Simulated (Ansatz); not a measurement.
# BN (boron nitride) at 6 levels

We compute a comparison of 6 runs (UHF/3-21G, U-wB97M-V/6-31G, UBHLYP/6-31G, UHSE06/6-31G, UPBE/3-21G, UPBE/6-31G) of BN (boron nitride). 

Program for the calculation: Ansatz 0.2.0.

69 further runs of the same task are left out: 69 set aside as unsound or not needed.

## 1. The structure to begin with

BN has 2 atoms, charge 0, and is taken as a triplet. As SMILES, `B#N`. The N2–B1 distance was set to 3.289 Å, away from the relaxed value.

## 2. The energy at UHF/3-21G (run 1)

Input file molecule.yaml:

```yaml
crystal:
  periodic: [false, false, false]
  atoms:
    - {symbol: B, position_ang: [-0.000000, -0.000000, -1.996750]}
    - {symbol: N, position_ang: [0.000000, 0.000000, 1.291950]}
basis:
  gaussian: {orbitals: 3-21G.json}
magnetization: {spin_polarized: true, initial_magnetization: 2}
hamiltonian: {xc: hf}
accuracy: high
```

The basis set 3-21G is read from a file made from the Basis Set Exchange's data (not shown).

Started as:

```bash
$ ansatz run molecule.yaml --threads 1 --pin off --max-ram 3480MiB --events-out events.jsonl --progress --plain --runs-dir runs
```

The log of the run:

```text
Warning: RAYON_NUM_THREADS=1 ignored (pool sized by the plan → 1); use --threads N
Functional definition: HF
  name "HF"
  exchange = exact_x
  correlation = 0
366 factors; integrals over basis functions are off by at most 3.1e-9 eV
mean field evaluation 1: about -2128.4164 eV, gradient 1.5e1 eV
mean field evaluation 2: about -2128.4176 eV, gradient 1.5e1 eV
mean field evaluation 4: about -2133.1902 eV, gradient 8.5e0 eV
mean field evaluation 8: about -2135.9662 eV, gradient 4.5e-1 eV
mean field evaluation 16: about -2135.9681 eV, gradient 1.4e-7 eV
mean field evaluation 32: about -2135.9784 eV, gradient 1.5e-3 eV
mean field evaluation 64: about -2135.9726 eV, gradient 1.1e-2 eV
mean field evaluation 96: about -2135.1901 eV, gradient 3.5e0 eV
mean field evaluation 128: about -2135.9681 eV, gradient 3.3e-3 eV
mean field evaluation 160: about -2131.9956 eV, gradient 6.1e-1 eV
mean field evaluation 192: about -2135.9681 eV, gradient 8.8e-8 eV
mean field -2135.97839676 eV, -78.4957582629 hartree, gradient 2.3e-8 eV, S^2 3.002435; 3 other end points of the search recorded, 0 dependent functions left out
reference -2135.97839676 eV, -78.4957582629 hartree; 7, 5 occupied and 11, 13 virtual orbitals, 366 factors
Total energy: -2135.97839676 eV, -78.4957582629 hartree
```

It took 0.18 s on 1 thread of Intel Xeon 6975P-C (Granite Rapids), shared host.

## 3. A single-point energy at U-wB97M-V/6-31G (run 2)

Input file molecule.yaml:

```yaml
crystal:
  periodic: [false, false, false]
  atoms:
    - {symbol: B, position_ang: [-0.000000, -0.000000, -1.996750]}
    - {symbol: "N", position_ang: [0.000000, 0.000000, 1.291950]}
basis:
  gaussian: {orbitals: 6-31G}
accuracy: high
magnetization: {spin_polarized: true, initial_magnetization: 2}
hamiltonian: {xc: {name: wB97M-V}}
```

Started as:

```bash
$ ansatz run molecule.yaml --threads 1 --pin off --max-ram 3480MiB --events-out events.jsonl --progress --plain --runs-dir runs
```

The log of the run, shortened:

```text
Warning: RAYON_NUM_THREADS=1 ignored (pool sized by the plan → 1); use --threads N
Functional definition: wB97M-V
  name "wB97M-V"
[...]
  gx(w, u) = 1 - cx + cx01*u + cx10*w
  gss(w, u) = css00 + css04*u^4 + css10*w + css20*w^2 + css43*w^4*u^3
  gos(w, u) = cos00 + cos10*w + (cos20 + cos21*u)*w^2 + (cos60 + cos61*u)*w^6
[...]
      + integral(e_c_pw_mod_opposite_spin*gos(b97_w_opposite, b97_u_opposite)) + vv10(b, c)
404 factors; integrals over basis functions are off by at most 3.9e-9 eV
159 factors; integrals over basis functions are off by at most 1.4e-9 eV
[...]
mean field -2155.53311308 eV, -79.2143808329 hartree, gradient 2.8e-8 eV, S^2 2.917371; 2 other end points of the search recorded, 0 dependent functions left out
reference -2155.53311548 eV, -79.2143809210 hartree; 7, 5 occupied and 11, 13 virtual orbitals, 404 factors
Total energy: -2155.53311548 eV, -79.2143809210 hartree
```

It took 5.4 s on 1 thread of Intel Xeon 6975P-C (Granite Rapids), shared host; peak memory 0.26 GiB.

Run 3 isn't shown in full; the table further down has it.

## 4. A single-point energy at UHSE06/6-31G (run 4)

Input file in.yaml:

```yaml
crystal:
  periodic: [false, false, false]
  atoms:
    - {symbol: B, position_ang: [-0.000000, -0.000000, -1.996750]}
    - {symbol: "N", position_ang: [0.000000, 0.000000, 1.291950]}
basis:
  gaussian: {orbitals: 6-31G}
total_charge: 0
magnetization: {spin_polarized: true, initial_magnetization: 2}
hamiltonian: {xc: hse06}
accuracy: high
```

Started as:

```bash
$ ansatz run in.yaml --threads 1 --pin off --max-ram 3480MiB --events-out events.jsonl --progress --plain --runs-dir runs
```

The log of the run:

```text
Warning: RAYON_NUM_THREADS=1 ignored (pool sized by the plan → 1); use --threads N
Functional definition: HSE06
  name "HSE06"
  parameter a = 0.25
  parameter omega = 0.11/bohr
  exchange = pbe_x - a*pbe_x_sr(omega) + a*exact_x_sr(omega)
  correlation = pbe_c
404 factors; integrals over basis functions are off by at most 3.9e-9 eV
70 factors; integrals over basis functions are off by at most 8.3e-10 eV
mean field evaluation 1: about -2145.4947 eV, gradient 2.4e1 eV
mean field evaluation 2: about -1950.0483 eV, gradient 8.2e1 eV
mean field evaluation 4: about -2152.2137 eV, gradient 9.6e0 eV
mean field evaluation 8: about -2153.2108 eV, gradient 2.3e-1 eV
mean field evaluation 16: about -2153.2119 eV, gradient 2.4e-4 eV
mean field evaluation 32: about -2153.3355 eV, gradient 6.3e-1 eV
mean field -2153.33854700 eV, -79.1337320169 hartree, gradient 6.1e-9 eV, S^2 2.888901; 3 other end points of the search recorded, 0 dependent functions left out
reference -2153.33854903 eV, -79.1337320914 hartree; 7, 5 occupied and 11, 13 virtual orbitals, 404 factors
Total energy: -2153.33854903 eV, -79.1337320914 hartree
```

It took 1.2 s on 1 thread of Intel Xeon 6975P-C (Granite Rapids), shared host.

Run 5 isn't shown in full; the table further down has it.

## 5. The energy at UPBE/6-31G (run 6)

Input file run.yaml:

```yaml
crystal:
  periodic: [false, false, false]
  atoms:
    - {symbol: B, position_ang: [-0.000000, -0.000000, -1.996750]}
    - {symbol: N, position_ang: [0.000000, 0.000000, 1.291950]}
basis:
  gaussian:
    orbitals: 6-31G
accuracy: high
magnetization:
  spin_polarized: true
  initial_magnetization: 2
hamiltonian:
  xc: pbe
```

Started as:

```bash
$ ansatz run run.yaml --threads 1 --pin off --max-ram 3480MiB --events-out events.jsonl --progress --plain --runs-dir runs
```

The log of the run:

```text
Warning: RAYON_NUM_THREADS=1 ignored (pool sized by the plan → 1); use --threads N
Functional definition: PBE
  name "PBE"
  parameter kappa = 0.804
  parameter beta = 0.06672455060314922
  exchange = pbe_x(kappa = kappa, mu = beta*pi^2/3)
  correlation = pbe_c(beta = beta)
404 factors; integrals over basis functions are off by at most 3.9e-9 eV
mean field evaluation 1: about -2144.1466 eV, gradient 2.7e1 eV
mean field evaluation 2: about -1941.7331 eV, gradient 8.6e1 eV
mean field evaluation 4: about -2151.1243 eV, gradient 1.3e1 eV
mean field evaluation 8: about -2151.1236 eV, gradient 1.3e1 eV
mean field evaluation 16: about -2152.8112 eV, gradient 2.7e-1 eV
mean field evaluation 32: about -1944.6273 eV, gradient 8.5e1 eV
mean field evaluation 64: about -2152.7318 eV, gradient 2.3e0 eV
mean field -2153.00535255 eV, -79.1214873469 hartree, gradient 2.7e-8 eV, S^2 2.765037; 6 other end points of the search recorded, 0 dependent functions left out
reference -2153.00535454 eV, -79.1214874197 hartree; 7, 5 occupied and 11, 13 virtual orbitals, 404 factors
Total energy: -2153.00535454 eV, -79.1214874197 hartree
```

It took 1.1 s on 1 thread of Intel Xeon 6975P-C (Granite Rapids), shared host.

## 6. The series

| run | level | energy (Eh) | ⟨S²⟩ | wall time |
| --- | --- | --- | --- | --- |
| 1 | UHF/3-21G | -78.495758 | 3.002 | 0.18 s |
| 2 | U-wB97M-V/6-31G | -79.214381 | 2.917 | 5.4 s |
| 3 | UBHLYP/6-31G | -79.218255 | 2.940 | 0.64 s |
| 4 | UHSE06/6-31G | -79.133732 | 2.889 | 1.2 s |
| 5 | UPBE/3-21G | -78.695339 | 2.801 | 1.1 s |
| 6 | UPBE/6-31G | -79.121487 | 2.765 | 1.1 s |

## 7. Summary of results

| quantity | value |
| --- | --- |
| run 6: total energy | -79.12149 Eh |
| run 6: ⟨S²⟩ | 2.765 |

What this shows: Totals of different functionals can't be ranked against each other. Spin contamination of the reference: run 1 ⟨S²⟩ = 3.00, run 3 ⟨S²⟩ = 2.94, run 2 ⟨S²⟩ = 2.92, run 4 ⟨S²⟩ = 2.89, run 5 ⟨S²⟩ = 2.80, run 6 ⟨S²⟩ = 2.77. Where it is this large, the reference is a mixture of spin states, and values that rest on it are in doubt. All runs together took 9.7 s, the longest 5.4 s.
